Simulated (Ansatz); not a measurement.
Geometry optimisation, UKS B3LYP/def2-SVP (Ansatz 0.2.0).

The input (input.yaml):

```yaml
crystal:
  periodic: [false, false, false]
  atoms:
    - { symbol: C, position_ang: [1.2846, -0.732, -0.5949] }
    - { symbol: "N", position_ang: [-0.0577, -0.6434, -0.6623] }
    - { symbol: C, position_ang: [-0.7089, 0.1698, 0.2338] }
    - { symbol: O, position_ang: [-1.8158, -0.2384, 0.7194] }
    - { symbol: C, position_ang: [-0.3284, 1.397, 0.4742] }
    - { symbol: O, position_ang: [0.0209, 2.5231, 0.7063] }
    - { symbol: H, position_ang: [1.8083, -1.3176, -1.322] }
    - { symbol: H, position_ang: [1.8939, -0.1203, 0.1189] }
    - { symbol: H, position_ang: [-2.0082, -1.0845, 0.3095] }
magnetization:
  spin_polarized: true
basis:
  gaussian: { orbitals: def2-SVP }
hamiltonian:
  xc: b3lyp
relax:
  f_tol: 0.02
  max_steps: 50
```

Command:

```bash
$ ansatz run input.yaml --threads 2 --pin off --max-ram 3072MiB --backend cpu --events-out ev --progress --plain --runs-dir out
```

Task: Where does it end, and by what steps?

Result: The forces met the threshold. After 24 steps the energy has fallen by 0.676 eV; H8 moved furthest, 0.79 Å.

```csv
step,energy less start (eV),largest force component (eV/Å),accepted
0,0.0000,4.396,yes
1,-0.4268,1.894,yes
2,-0.5235,0.979,yes
3,-0.5998,0.449,yes
4,-0.2108,3.469,no
5,-0.6317,0.265,yes
6,-0.6442,0.142,yes
7,-0.6494,0.228,yes
8,-0.6522,0.398,yes
9,-0.6524,0.435,yes
10,-0.6325,1.220,no
11,-0.6617,0.198,yes
12,-0.6512,0.945,no
13,-0.6673,0.116,yes
14,-0.6693,0.239,yes
15,-0.6626,0.377,no
16,-0.6721,0.162,yes
17,-0.6740,0.133,yes
18,-0.6755,0.092,yes
19,-0.6760,0.073,yes
20,-0.6759,0.042,no
21,-0.6760,0.064,yes
22,-0.6760,0.082,yes
23,-0.6761,0.022,yes
24,-0.6761,0.007,yes
```

```xyz
9
Properties=species:S:1:pos:R:3
C 1.370 -0.662 -0.623
N 0.174 -0.856 -0.222
C -0.685 0.047 0.359
O -1.931 -0.377 0.757
C -0.343 1.326 0.581
O 0.068 2.400 0.777
H 1.914 -1.501 -1.075
H 1.911 0.299 -0.547
H -2.389 -0.722 -0.025
```

Whether the end is a true minimum wasn't checked by a vibrational analysis.

The run took 78 s on 2 threads of AMD EPYC 7R43 64-Core Processor (Zen 3), on a shared host, peak memory 0.3 GiB.
